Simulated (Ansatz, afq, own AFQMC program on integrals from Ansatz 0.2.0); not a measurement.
AFQMC on a folder of integrals that Ansatz 0.2.0 wrote.

```yaml
crystal:
  periodic: [false, false, false]
  atoms:
    - {symbol: B, position_ang: [0.000000, -0.081894, 0.000000]}
    - {symbol: H, position_ang: [0.000000, 0.439190, -1.091073]}
    - {symbol: H, position_ang: [0.000000, 0.439190, 1.091073]}
basis:
  gaussian: {orbitals: aug-cc-pVTZ}
total_charge: -1
magnetization: {spin_polarized: true, initial_magnetization: 2}
correlation: {method: ccsd_t, electrons: outside_noble_gas, hamiltonian_folder: ham}
```

```sh
$ ansatz run in.yaml --threads 1 --pin off --events-out ev --progress --plain --max-ram 16896MiB --backend cuda --devices 0, --max-vram 18GiB
```

Options of the walk:

```
--method phaseless --trial hf --walkers 800 --populations 10 --least-time 40 --time-step 0.005 --steps-per-block 20 --equilibration-blocks 112 --max-blocks 4000 --target-error 0.0007499999999999999 --factor-cut 1e-05 --start spin_pure --seed 5155 --taylor-order 6
```

Times are imaginary, in 1/Eh. The walk had a cap of 94 s. With eight or more populations the least sampling time is a fifth of least-time, and the error comes from their spread.

Log:

```
orbitals 91  electrons 4 2  factors 518 of 518
reference energy -25.74513375 Eh
CCSD correlation -0.12308676 Eh in 12 cycles, weight of the determinant in the CISD state 0.9279
energy of the start -25.745292 Eh
 block  time / (1/Eh)  mean weight  energy / Eh
     1     0.100  1.0003  -25.772206
     2     0.200  1.0011  -25.791808
     3     0.300  1.0003  -25.806675
     4     0.400  1.0007  -25.816916
     5     0.500  1.0009  -25.825376
     8     0.800  1.0003  -25.843800
    13     1.300  1.0003  -25.856213
    49     4.900  1.0001  -25.874416
    85     8.500  1.0001  -25.867876
   109    10.900  1.0000  -25.881576
   121    12.100  1.0005  -25.877384
   157    15.700  0.9997  -25.870834
   193    19.300  0.9996  -25.865878
   217    21.700  1.0003  -25.863169
   229    22.900  1.0005  -25.868889
   265    26.500  0.9998  -25.873158
   301    30.100  1.0002  -25.867949
   337    33.700  1.0000  -25.869687
   373    37.300  1.0002  -25.874571
   409    40.900  1.0001  -25.875357
   445    44.500  1.0001  -25.866695
   481    48.100  1.0000  -25.871100
error from the spread of 10 populations
energy -25.870857 +/- 0.000721 Eh
(rows thinned)
```

The run passed its tests (sampling time, drift between the halves within three errors, error under three times the target), which doesn't prove that it has relaxed.

Against this walk (error 19.6 meV) on the same determinant: CCSD(T) 37.9 meV lower (within the noise), CCSDT(Q) 61.2 meV lower, a separate phaseless walk with a CISD trial and standard settings 51.7 ± 19.9 meV lower. The error is statistical and leaves out the bias of the constraint. CCSDT(Q) is the surest value here, so the walk's 61 meV above it is most likely the bias of the constraint with this trial, which can have either sign.

Cautions: constraint bias not in the error.

The walk took 75 s on 1 × NVIDIA H100 80GB HBM3 with 2 threads of AMD EPYC 7R13 Processor (Zen 3), with other jobs on the host (the card was shared). The log's last line is the phaseless energy.

CCSDT and higher add their correlation energy to the determinant of the CCSD(T) run, since their own runs factorise the integrals more tightly (a shift of under 2 meV). A walk keeps the symmetry of its determinant, which the program's search chose and which needn't be the lowest solution, so a lower state of the same spin and another symmetry isn't excluded.
